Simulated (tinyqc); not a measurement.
Worked calculation: UKS/LDA (PW92) in the sto-3g basis, for H2O, spin multiplicity 3. One step of it, computed by the program tinyqc.

Problem. Iteration 1: diagonalisation and new density. Diagonalise F' = X^T F X, C = X C', fill 6 alpha and 4 beta electrons from the bottom; D(s) = C_occ C_occ^T. Each column has its largest component positive (the first on a tie).

F(alpha) (hartree), lower triangle:
```
             1O 1s      1O 2s     1O 2px     1O 2py     1O 2pz      2H 1s      3H 1s
1O 1s   -21.767980
1O 2s    -5.263106  -2.512251
1O 2px   -0.032510  -0.156138  -0.687693
1O 2py   -0.009741   0.051007   0.016647  -0.771432
1O 2pz   -0.010829  -0.087947  -0.009116  -0.000528  -0.697804
2H 1s    -1.212675  -0.888838  -0.047518  -0.275949  -0.218333  -0.338789
3H 1s    -1.211920  -0.943606  -0.053542   0.366421  -0.248619  -0.314179  -0.580485
```

F(beta) (hartree), lower triangle:
```
             1O 1s      1O 2s     1O 2px     1O 2py     1O 2pz      2H 1s      3H 1s
1O 1s   -21.214938
1O 2s    -5.186957  -2.408004
1O 2px   -0.015201  -0.085354  -0.557779
1O 2py    0.006282   0.039285  -0.001131  -0.671999
1O 2pz    0.004098  -0.071078  -0.002031   0.011544  -0.616572
2H 1s    -1.193769  -0.857583  -0.029886  -0.263525  -0.203905  -0.319202
3H 1s    -1.194416  -0.903838  -0.029979   0.339766  -0.234320  -0.303507  -0.533323
```

X, lower triangle:
```
            1O 1s      1O 2s    1O 2px     1O 2py     1O 2pz      2H 1s     3H 1s
1O 1s    1.024232
1O 2s   -0.143660   1.250199
1O 2px   0.000000   0.000000  1.000000
1O 2py   0.000000   0.000000  0.000000   1.125037
1O 2pz  -0.009386   0.102616  0.000000   0.000000   1.046131
2H 1s    0.022265  -0.299545  0.000000  -0.241694  -0.135104   1.209415
3H 1s    0.022265  -0.299545  0.000000   0.241694  -0.135104  -0.080899  1.209415
```

Give: F' = X^T F X; orbital energies; coefficients C; F' = X^T F X; orbital energies; coefficients C; D(alpha) after iteration 1; D(beta) after iteration 1.

Solution.

F' = X^T F X (alpha) (hartree), lower triangle:
```
         1       2       3       4       5       6       7
1  -21.438
2   -2.562  -1.461
3   -0.013  -0.161  -0.688
4   -0.016   0.043   0.017  -0.644
5   -0.016   0.001  -0.012  -0.010  -0.652
6   -0.230  -0.374  -0.010  -0.237  -0.139   0.118
7   -0.233  -0.355  -0.010   0.261  -0.149  -0.083  -0.147
```

orbital energies (alpha) (hartree): MO1 -21.769, MO2 -1.366, MO3 -0.785, MO4 -0.699, MO5 -0.650, MO6 0.060, MO7 0.296

coefficients C (alpha):
```
           MO1     MO2     MO3     MO4     MO5     MO6     MO7
1O 1s    0.998  -0.240  -0.031   0.023   0.059   0.087   0.062
1O 2s    0.007   0.989   0.147  -0.135  -0.240  -0.678  -0.488
1O 2px   0.002   0.220   0.018  -0.342   0.912   0.056   0.020
1O 2py   0.001  -0.086   0.901   0.031  -0.002   0.479  -0.576
1O 2pz   0.001   0.130   0.041   0.894   0.332  -0.395  -0.238
2H 1s   -0.002  -0.020   0.080   0.045  -0.017   0.149   1.267
3H 1s   -0.001   0.021  -0.173   0.129  -0.023   1.235  -0.254
```

F' = X^T F X (beta) (hartree), lower triangle:
```
         1       2       3       4       5       6       7
1  -20.877
2   -2.569  -1.353
3   -0.005  -0.087  -0.558
4    0.003   0.031  -0.001  -0.537
5   -0.005   0.022  -0.003   0.005  -0.567
6   -0.225  -0.371  -0.008  -0.243  -0.143   0.128
7   -0.222  -0.354  -0.009   0.261  -0.150  -0.084  -0.108
```

orbital energies (beta) (hartree): MO1 -21.217, MO2 -1.232, MO3 -0.699, MO4 -0.616, MO5 -0.546, MO6 0.112, MO7 0.325

coefficients C (beta):
```
           MO1     MO2     MO3     MO4     MO5     MO6     MO7
1O 1s    0.998  -0.244  -0.031   0.035   0.033   0.093   0.062
1O 2s    0.011   0.985   0.156  -0.180  -0.133  -0.704  -0.482
1O 2px   0.001   0.122   0.071  -0.133   0.981   0.025   0.014
1O 2py   0.000  -0.063   0.858   0.188  -0.033   0.480  -0.613
1O 2pz   0.001   0.114  -0.136   0.926   0.135  -0.414  -0.249
2H 1s   -0.002   0.000   0.101   0.085  -0.018   0.178   1.260
3H 1s   -0.002   0.049  -0.218   0.086  -0.007   1.226  -0.277
```

D(alpha) after iteration 1, lower triangle:
```
         1O 1s   1O 2s  1O 2px  1O 2py  1O 2pz  2H 1s  3H 1s
1O 1s    1.067
1O 2s   -0.311   1.535
1O 2px  -0.001   0.010   1.000
1O 2py   0.036  -0.281   0.012   1.050
1O 2pz  -0.025   0.202   0.005  -0.137   1.085
2H 1s    0.014  -0.111  -0.026   0.146  -0.023  0.031
3H 1s    0.108  -0.854   0.005   0.437  -0.385  0.176  1.572
```

D(beta) after iteration 1, lower triangle:
```
         1O 1s   1O 2s  1O 2px  1O 2py  1O 2pz   2H 1s  3H 1s
1O 1s    1.057
1O 2s   -0.241   1.028
1O 2px  -0.036   0.155   0.037
1O 2py  -0.005   0.038   0.028   0.776
1O 2pz   0.009  -0.076  -0.119   0.051   0.890
2H 1s   -0.002   0.000  -0.004   0.103   0.065   0.017
3H 1s   -0.005  -0.001  -0.021  -0.174   0.115  -0.015  0.057
```
